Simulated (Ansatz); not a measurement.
## Insertion of a divalent centre (a silylene, a carbene or their kin)

Start structure (CH₇NSi, singlet), relaxed at PBE0-D4/def2-TZVP:

| atom | x (Å) | y (Å) | z (Å) |
| --- | --- | --- | --- |
| Si1 | -1.3334 | -1.1780 | -0.3157 |
| H2 | 0.7627 | -0.7861 | 1.0115 |
| N3 | 0.4055 | -0.2999 | 0.1952 |
| C4 | 0.2574 | 1.1322 | 0.4802 |
| H5 | -1.2298 | -0.4848 | -1.6756 |
| H6 | -0.5333 | -2.3983 | -0.7751 |
| H7 | 1.0705 | -0.4504 | -0.5553 |
| H8 | -0.1018 | 1.6270 | -0.4214 |
| H9 | 1.1983 | 1.5860 | 0.7979 |
| H10 | -0.4963 | 1.2526 | 1.2582 |

The step: CH₅N ([CH3][NH2]) + SiH₂ → CH₇NSi ([CH3][NH][SiH3]); bonds formed: Si1–H2; dative contacts that become bonds: Si1–N3; bonds broken: H2–N3. Computed with Ansatz 0.2.0 (basis: def2-TZVPP and def2-QZVPP); correlated methods freeze the cores. Extrapolation: Hartree–Fock as exp(−7.88 √X), correlation as X^−2.97. Energies below are by CCSD(T) at an estimated basis limit (MP2 extrapolated from triple and quadruple zeta, plus CCSD(T) − MP2 in triple zeta).

What are the electronic barrier and the energy of the step, from the start structure to the end structure? (Judge from chemistry; the value comes from the calculation.)

The calculation gives: Barrier 38.54 kcal/mol; step energy -32.94 kcal/mol (downhill); reverse barrier, their difference, 71.47 kcal/mol. Barrier and step energy count from the start structure, the reverse barrier from the end structure.

The saddle point: One imaginary mode of 1572i cm⁻¹.
```json
{"pair": "Si1–H2", "start (Å)": "2.51", "saddle (Å)": "1.61", "end (Å)": "1.49"}
{"pair": "Si1–N3", "start (Å)": "2.01", "saddle (Å)": "1.88", "end (Å)": "1.72"}
{"pair": "H2–N3", "start (Å)": "1.02", "saddle (Å)": "1.38", "end (Å)": "2.60"}
```

Zero-point energy (harmonic, PBE0-D4): ZPE is 52.06 kcal/mol at the start and 47.73 kcal/mol at the saddle, so the barrier goes from 38.54 to 34.20 kcal/mol.

First-order rate constant out of the start structure at 698 K by transition-state theory, with harmonic vibrational free energies alone and no tunnelling: ΔA‡ = 34.94 kcal/mol, so k = (kB T/h) exp(−ΔA‡/kB T) ≈ 10^2 s⁻¹ (an order of magnitude at best: rotation, the number of equivalent paths and anharmonicity are left out).

T1 diagnostic: at most 0.013. The restricted Hartree–Fock reference is unstable towards an unrestricted one at one or more of these structures.

Losses and insertions of silylenes and their heavier kin drive the gas-phase chemistry of silicon and germanium vapour deposition.

Labels in which every atom is bracketed show which atoms are joined, not bond orders.

For scale, one of the runs: CCSD(T)/def2-TZVPP, 202 basis functions, launched by `ansatz run in.yaml --threads 2 --pin off --events-out ev --progress --plain --max-ram 4352MiB`. The run took 39 s on 2 CPU threads of an Arm Neoverse V2 (shared host), with 2.5 GiB of host memory at its peak.
